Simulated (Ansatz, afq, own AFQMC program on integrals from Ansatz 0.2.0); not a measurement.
Two steps: Ansatz 0.2.0 writes the Fock matrix and Cholesky factors of the valence space, and afq projects on them the lowest state that overlaps trial and start.

```yaml
crystal:
  periodic: [false, false, false]
  atoms:
    - {symbol: Hf, position_ang: [0.000000, 0.000000, 0.000000]}
    - {symbol: S, position_ang: [0.000000, 0.000000, 2.163711]}
basis:
  gaussian: {orbitals: def2-SVP}
magnetization: {spin_polarized: false}
correlation: {method: ccsd_t, electrons: outside_noble_gas, hamiltonian_folder: ham}
```

```sh
$ ansatz run in.yaml --threads 1 --pin off --events-out ev --progress --plain --max-ram 1382MiB
```

afq runs on the folder ham with

```
--method free --trial cisd --walkers 60 --time-step 0.03 --max-blocks 80 --target-error 0.00038 --factor-cut 1e-05 --seed 3885 --times 0,0.21,0.42,0.81,1.2,1.8,2.4,3 --taylor-order 8
```

Times are imaginary, in 1/Eh. The walk had a cap of 656 s. Core potentials past Kr, no spin–orbit coupling.

Log:

```
orbitals 41  electrons 5 5  factors 338 of 482
reference energy -444.84547467 Eh
CCSD correlation -0.22010006 Eh in 14 cycles, weight of the determinant in the CISD state 0.8334
repeat  energy at the last time / Eh  error
    10  -445.081918  0.001991
    20  -445.084724  0.001358
    30  -445.082589  0.001517
    40  -445.083404  0.001430
    50  -445.082610  0.001230
    60  -445.082302  0.001215
    70  -445.082259  0.001104
    80  -445.081639  0.001022
time / (1/Eh)  energy / Eh  error  mean overlap
  0.00  -445.065826  0.000477  1.2015
  0.21  -445.070827  0.000505  1.2070
  0.42  -445.074631  0.000510  1.2054
  0.81  -445.077111  0.000487  1.2158
  1.20  -445.078614  0.000517  1.2230
  1.80  -445.079351  0.000651  1.2335
  2.40  -445.079417  0.000738  1.2431
  3.00  -445.081639  0.001022  1.2602
energy -445.081639 +/- 0.001022 Eh
```

The run passed its tests (error under three times the target), which doesn't prove that it has relaxed.

Against this walk (error 27.8 meV) on the same determinant: CCSD(T) 17.1 meV higher (within the noise), CCSDT(Q) 28.2 meV lower (within the noise). The error is statistical, and a free projection of finite length keeps a remainder of its start. The last points still move (meV from the last: 123 ± 13 at 0.81, 82 ± 14 at 1.20, 62 ± 18 at 1.80, 60 ± 20 at 2.40, 0 ± 28 at 3.00), but the last one has reached CCSDT(Q) within the noise or passed it, so little can be left to fall.

Cautions: remainder of the start not in the error; error above the target (27.8 against 10.3 meV); no spin-orbit coupling; outer-core shells of the metal frozen; higher spins were not checked; restricted determinant unstable towards unrestricted (UHF 86 meV lower, ⟨S²⟩ 0.50); (T) is large, 7 % of the CCSD correlation; CCSDT(Q) on the UHF determinant differs (23 meV higher), by its state or its frozen core.

The walk took 97 s on 1 thread of Intel(R) Xeon(R) 6975P-C (Granite Rapids), on a shared host. The log's last line is the free-projection energy.

CCSDT and higher add their correlation energy to the determinant of the CCSD(T) run, since their own runs factorise the integrals more tightly (a shift of under 2 meV). A walk keeps the symmetry of its determinant, which the program's search chose and which needn't be the lowest solution, so a lower state of the same spin and another symmetry isn't excluded.
